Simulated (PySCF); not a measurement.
NO, SMILES [N]=O (connectivity only; charge and spin as stated), charge +1, multiplicity 1.

Coordinates come from a PBE-D3(BJ)/def2-TZVPD optimisation.

Two levels are set side by side: TDA-PBE/def2-TZVPD (PySCF) and EOM-CCSD/aug-cc-pVDZ (PySCF). Vertical, same geometry; the bases differ. Differences are taken from unrounded values.

```csv
quantity,TDA-PBE
lowest singlet excitation (eV),9.89
lowest triplet excitation (TDA for PBE) (eV),7.35
```

Problem. These are the TDA-PBE values. What does EOM-CCSD give? (An estimate is asked for; the answer gives what the named calculation found.)

Solution. 
```csv
quantity,EOM-CCSD,TDA-PBE minus EOM-CCSD
lowest singlet excitation (eV),10.16,-0.27
lowest triplet excitation (TDA for PBE) (eV),8.05,-0.70
```

Rough cost on one machine, each run with all the roots and properties that it gave: EOM-CCSD against TDA-PBE within a factor of 2.
